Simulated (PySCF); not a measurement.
**PS₂⁺: breathing scan**

All numbers come from PBE0 in PySCF with P def2-TZVP, S def2-TZVP; no relativity; density-fitted integrals.

Rigid scan from the singlet minimum (P–S 1.835 Å (×2); S–P–S 180.0°). Coordinate: all bonds to the central atom scaled together. Energies in kJ/mol from the minimum.

(1) Predict the curve at 0.88, 0.92, 0.96, 1.00, 1.04, 1.08, 1.14, 1.22, 1.35.

Answers

(1) 
```
scale of all bonds to the centre  E (kJ/mol)
                            0.88       280.9
                            0.92       109.1
                            0.96        23.9
                            1.00         0.0
                            1.04        18.5
                            1.08        65.6
                            1.14       168.2
                            1.22       331.3
                            1.35       596.3
```

At long bonds a restricted determinant can lie too high, and another spin state can fall below this curve.
